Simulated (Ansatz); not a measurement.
Born–Oppenheimer molecular dynamics of BH5N2 (8 atoms, charge 0, multiplicity 1). It goes on from the last frame of an earlier run, with new velocities.

The calculation used RKS PBE0/def2-mTZVP in Ansatz.

| Item | Value |
| --- | --- |
| ensemble | NVE (Milne-controlled integrator) |
| time step | 0.5 fs |
| steps asked | 250 |
| starting velocities drawn for | 1000 K |
| seed | 615806 |

Frames 1 fs apart, positions in Å.

Velocities at 90.0 fs (Å/ps):

```
B -2.61 -10.36 3.48
N -0.57 -2.04 -0.24
H 51.39 22.50 -50.91
H -26.32 28.91 3.52
N -1.14 -0.37 -1.58
H 23.40 28.14 11.92
H -5.26 8.51 3.17
H 8.59 56.51 20.27
```

```xyz
8
Properties=species:S:1:pos:R:3 time_fs=90.0 energy_less_start_eV=0.042 T=944
B 0.100 0.091 0.054
N 0.029 -0.138 1.458
H -0.872 -0.112 1.858
H 0.692 -0.328 2.205
N 1.269 0.044 -0.722
H 2.201 0.035 -0.317
H 1.361 0.487 -1.695
H -0.969 0.203 -0.444
8
Properties=species:S:1:pos:R:3 time_fs=91.0 energy_less_start_eV=0.191 T=753
B 0.097 0.081 0.058
N 0.029 -0.140 1.458
H -0.831 -0.089 1.811
H 0.668 -0.299 2.206
N 1.268 0.044 -0.725
H 2.221 0.062 -0.305
H 1.353 0.491 -1.681
H -0.961 0.260 -0.426
8
Properties=species:S:1:pos:R:3 time_fs=92.0 energy_less_start_eV=0.236 T=694
B 0.095 0.070 0.063
N 0.030 -0.142 1.456
H -0.830 -0.065 1.780
H 0.653 -0.270 2.205
N 1.269 0.045 -0.728
H 2.229 0.088 -0.295
H 1.338 0.485 -1.652
H -0.957 0.319 -0.412
8
Properties=species:S:1:pos:R:3 time_fs=93.0 energy_less_start_eV=0.110 T=857
B 0.094 0.059 0.067
N 0.034 -0.144 1.453
H -0.872 -0.037 1.766
H 0.651 -0.244 2.208
N 1.271 0.046 -0.731
H 2.222 0.111 -0.291
H 1.320 0.475 -1.617
H -0.955 0.378 -0.403
8
Properties=species:S:1:pos:R:3 time_fs=94.0 energy_less_start_eV=0.142 T=816
B 0.093 0.050 0.072
N 0.038 -0.146 1.449
H -0.934 -0.008 1.764
H 0.662 -0.220 2.215
N 1.274 0.047 -0.733
H 2.201 0.130 -0.290
H 1.298 0.468 -1.592
H -0.954 0.434 -0.397
8
Properties=species:S:1:pos:R:3 time_fs=95.0 energy_less_start_eV=0.310 T=599
B 0.093 0.041 0.075
N 0.041 -0.148 1.445
H -0.988 0.019 1.765
H 0.681 -0.198 2.225
N 1.278 0.048 -0.733
H 2.173 0.147 -0.292
H 1.274 0.471 -1.590
H -0.951 0.486 -0.394
8
Properties=species:S:1:pos:R:3 time_fs=96.0 energy_less_start_eV=0.452 T=416
B 0.094 0.033 0.078
N 0.041 -0.150 1.443
H -1.014 0.040 1.763
H 0.702 -0.177 2.230
N 1.281 0.048 -0.731
H 2.147 0.161 -0.293
H 1.248 0.484 -1.612
H -0.945 0.530 -0.393
8
Properties=species:S:1:pos:R:3 time_fs=97.0 energy_less_start_eV=0.498 T=357
B 0.095 0.027 0.079
N 0.038 -0.152 1.442
H -1.007 0.055 1.758
H 0.719 -0.158 2.226
N 1.283 0.047 -0.728
H 2.136 0.175 -0.288
H 1.222 0.501 -1.643
H -0.933 0.565 -0.392
8
Properties=species:S:1:pos:R:3 time_fs=98.0 energy_less_start_eV=0.422 T=455
B 0.097 0.022 0.078
N 0.033 -0.154 1.443
H -0.968 0.063 1.751
H 0.729 -0.141 2.210
N 1.283 0.046 -0.726
H 2.143 0.189 -0.277
H 1.197 0.515 -1.669
H -0.915 0.590 -0.392
8
Properties=species:S:1:pos:R:3 time_fs=99.0 energy_less_start_eV=0.341 T=559
B 0.099 0.020 0.076
N 0.026 -0.155 1.446
H -0.907 0.066 1.746
H 0.732 -0.126 2.184
N 1.282 0.046 -0.726
H 2.164 0.204 -0.263
H 1.177 0.520 -1.679
H -0.893 0.602 -0.392
8
Properties=species:S:1:pos:R:3 time_fs=100.0 energy_less_start_eV=0.420 T=457
B 0.101 0.020 0.072
N 0.020 -0.157 1.450
H -0.846 0.069 1.748
H 0.732 -0.114 2.153
N 1.280 0.046 -0.726
H 2.187 0.217 -0.253
H 1.162 0.516 -1.668
H -0.869 0.604 -0.394
8
Properties=species:S:1:pos:R:3 time_fs=101.0 energy_less_start_eV=0.498 T=356
B 0.103 0.021 0.068
N 0.015 -0.159 1.453
H -0.814 0.078 1.768
H 0.735 -0.105 2.122
N 1.278 0.046 -0.727
H 2.202 0.228 -0.251
H 1.153 0.504 -1.639
H -0.845 0.595 -0.397
```

Of the whole run (125 fs, mean temperature of the second half 622 K): The conserved energy stayed within 0.19 meV per atom of its start (net change -0.12 meV per atom), so the integration is sound. A run of 0.12 ps of so small a system gives no equilibrium averages.

The run took 4.1 min on 2 threads of Arm Neoverse V1, with other jobs on the host, peak memory 0.12 GiB.
